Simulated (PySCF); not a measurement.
**HS (SMILES [SH]) at 6 levels**

We compute a comparison of 6 runs (UHF/def2-SVP, UHF/def2-SVPD, UB3LYP/6-31G*, UPBE0/def2-SVP, UMP2/pcseg-1, UCCSD(T)/pcseg-2) of HS. Input form: a Python script.

The results are computed with PySCF 2.14.0.

## (1) The system as given

HS: 2 atoms, total charge 0, spin state doublet. SMILES: `[SH]`. The coordinates come from a GFN2-xTB relaxation.

Bond lengths: S1–H2 1.330 Å.

## (2) Energy and gradient at UHF/def2-SVP (run 1)

The input, calc.py:

```python
from pyscf import gto, scf

mol = gto.Mole()
mol.atom = '''
S      1.073383    -0.350865     0.551970
H     -1.073383     0.350865    -0.551970
'''
mol.spin = 1
mol.max_memory = 1860
mol.unit = 'bohr'
mol.basis = 'def2-svp'
mol.verbose = 4
mol.build()

mf = scf.UHF(mol)
mf.conv_tol = 1e-10
mf.kernel()
if not mf.converged:
    mf = mf.newton().run(mf.mo_coeff, mf.mo_occ)

e_tot = mf.e_tot
print('E = %.10f Eh' % e_tot)
grad = mf.nuc_grad_method().kernel()
mf.analyze()
```

Run with:

```sh
$ OMP_NUM_THREADS=1 python calc.py
```

Output:

```text
PySCF version 2.14.0

[... 94 lines left out ...]
Total Energy =                        -397.960005700371653
[... 2 lines left out ...]
Two-electron Energy =                  158.381547019690487
[... 5 lines left out ...]
MO #1   energy= -91.9436418382518  | -91.9348022226538  occ= 1 | 1
[... 3 lines left out ...]
MO #23  energy= 2.50631112105963   | 2.51083584546352   occ= 0 | 0
[... 41 lines left out ...]
Dipole moment(X, Y, Z, Debye): -0.90919,  0.29719, -0.46754
```

It took 0.66 s on 1 thread of Arm Neoverse V2, shared host; peak memory 0.12 GiB.

## (3) Energy and gradient at UHF/def2-SVPD (run 2)

The input, input.py:

```python
import pyscf.grad
from pyscf import gto, scf

mol = gto.Mole()
mol.atom = '''
S      1.073383    -0.350865     0.551970
H     -1.073383     0.350865    -0.551970
'''
mol.spin = 1
mol.max_memory = 1860
mol.unit = 'bohr'
mol.verbose = 4
mol.basis = 'def2-svpd'
mol.build()

mf = scf.UHF(mol)
mf.conv_tol = 1e-10
mf.kernel()
if not mf.converged:
    mf = mf.newton().run(mf.mo_coeff, mf.mo_occ)

etot = mf.e_tot
print('Final energy', etot)
grad = mf.Gradients().kernel()
mf.analyze()
```

Run with:

```sh
$ OMP_NUM_THREADS=1 python input.py
```

Output:

```text
PySCF version 2.14.0

[... 36 lines left out ...]
WARN: beta  nocc = 8  HOMO -0.299794825078271 >= LUMO -0.299794825078268
[... 57 lines left out ...]
Total Energy =                        -397.966808552475072
[... 2 lines left out ...]
Two-electron Energy =                  158.146519298627169
[... 5 lines left out ...]
MO #1   energy= -91.9627873469984  | -91.953874531667   occ= 1 | 1
[... 3 lines left out ...]
MO #35  energy= 2.53840933839998   | 2.54300264480246   occ= 0 | 0
[... 53 lines left out ...]
Dipole moment(X, Y, Z, Debye): -0.76523,  0.25014, -0.39350
```

Run time: 0.72 s. Hardware: 1 thread of Arm Neoverse V2, shared host; peak memory 0.12 GiB.

Run 3 isn't shown in full; the table further down has it.

## (4) Energy and forces at UPBE0/def2-SVP (run 4)

The input, start.xyz:

```xyz
2

S      0.568010    -0.185670     0.292090
H     -0.568010     0.185670    -0.292090
```

The input, calc.py:

```python
import pyscf.grad
from pyscf import gto, dft

mol = gto.M(
    atom='start.xyz',
    basis='def2-svp',
    charge=0,
    spin=1,
    max_memory=1860,
    verbose=4,
)

ks = dft.UKS(mol)
ks.xc = 'pbe0'
ks.conv_tol = 1e-10
ks.grids.level = 5
ks.kernel()
if not ks.converged:
    ks = ks.newton().run(ks.mo_coeff, ks.mo_occ)

energy = ks.e_tot
print(f'total energy: {energy:.8f} hartree')
grad = ks.Gradients().kernel()
ks.analyze()
```

Run with:

```sh
$ OMP_NUM_THREADS=1 python calc.py
```

Output:

```text
PySCF version 2.14.0

[... 51 lines left out ...]
WARN: HOMO -0.286017400849164 >= LUMO -0.286017400849163
[... 50 lines left out ...]
Total Energy =                        -398.473284434461277
[... 2 lines left out ...]
Two-electron Energy =                  158.010623927451661
[... 5 lines left out ...]
MO #1   energy= -89.0258250257558  | -89.0203554506927  occ= 1 | 1
[... 3 lines left out ...]
MO #23  energy= 2.21352800448505   | 2.21787066370586   occ= 0 | 0
[... 41 lines left out ...]
Dipole moment(X, Y, Z, Debye): -0.89572,  0.29279, -0.46061
```

It took 2.1 s on 1 thread of Arm Neoverse V2, shared host; peak memory 0.31 GiB.

Run 5 isn't shown in full; the table further down has it.

## (5) The energy at UCCSD(T)/pcseg-2 (run 6)

The input, calc.py:

```python
from pyscf import gto, cc

system = gto.Mole()
system.atom = '''
S      1.073383    -0.350865     0.551970
H     -1.073383     0.350865    -0.551970
'''
system.spin = 1
system.unit = 'bohr'
system.basis = 'pcseg-2'
system.max_memory = 1860
system.verbose = 4
system.build()

hf = system.UHF()
hf.conv_tol = 1e-10
hf.kernel()
if not hf.converged:
    hf = hf.newton().run(hf.mo_coeff, hf.mo_occ)

mycc = cc.CCSD(hf, frozen=5)
mycc.kernel()
e_t = mycc.ccsd_t()
energy = mycc.e_tot + e_t
print('Final energy', energy)
hf.analyze()
```

Run with:

```sh
$ OMP_NUM_THREADS=1 python calc.py
```

Output:

```text
PySCF version 2.14.0

[... 96 lines left out ...]
Init t2, MP2 energy = -0.142590684098743
[... 17 lines left out ...]
Total Energy =                        -398.098554182463261
[... 2 lines left out ...]
Two-electron Energy =                  158.509800066477794
[... 5 lines left out ...]
MO #1   energy= -91.9362536202167  | -91.9268320522157  occ= 1 | 1
[... 3 lines left out ...]
MO #48  energy= 25.6558310374901   | 25.6679698746211   occ= 0 | 0
[... 66 lines left out ...]
Dipole moment(X, Y, Z, Debye): -0.83761,  0.27380, -0.43073
```

It took 2.5 s on 1 thread of Arm Neoverse V2, shared host; peak memory 0.29 GiB.

## (6) All runs side by side

```csv
run,level,integration grid,frozen core orbitals,energy (Eh),dipole moment (D) of the reference,HOMO energy (eV),LUMO energy (eV),wall time
1,UHF/def2-SVP,–,–,-397.960006,1.06,-10.11,0.68,0.66 s
2,UHF/def2-SVPD,–,–,-397.966809,0.90,-10.33,-0.21,0.72 s
3,UB3LYP/6-31G* (spherical functions),5,–,-398.736728,1.08,-7.05,-4.86,2.2 s
4,UPBE0/def2-SVP,5,–,-398.473284,1.05,-7.11,-4.19,2.1 s
5,UMP2/pcseg-1,–,5,-398.163369,1.12,-10.30,0.00,0.7 s
6,UCCSD(T)/pcseg-2,–,5,-398.270590,0.98,-10.33,0.12,2.5 s
```

## (7) What came out

| quantity | value |
| --- | --- |
| run 6: total energy | -398.27059 Eh |
| run 6: dipole moment (Hartree–Fock density) | 0.98 D |
| run 6: HOMO energy (Hartree–Fock orbitals) (highest over α and β) | -10.33 eV |
| run 6: LUMO energy (Hartree–Fock orbitals) (lowest over α and β) | 0.12 eV |
| run 6: correlation energy (5 core orbitals frozen) | -172.0 mEh |
| run 6: (T) correction | -5.15 mEh |
| run 6: ⟨S²⟩ of the reference determinant | 0.761 |
| run 6: T1 diagnostic | 0.010 |

What this shows: Over runs 1, 2, 3, 4 the dipole moment (its size) runs from 0.90 D (UHF/def2-SVPD) to 1.08 D (UB3LYP/6-31G*). The two ends differ in method and basis. Totals of different functionals can't be ranked against each other. All runs together took 8.9 s, the longest 2.5 s.
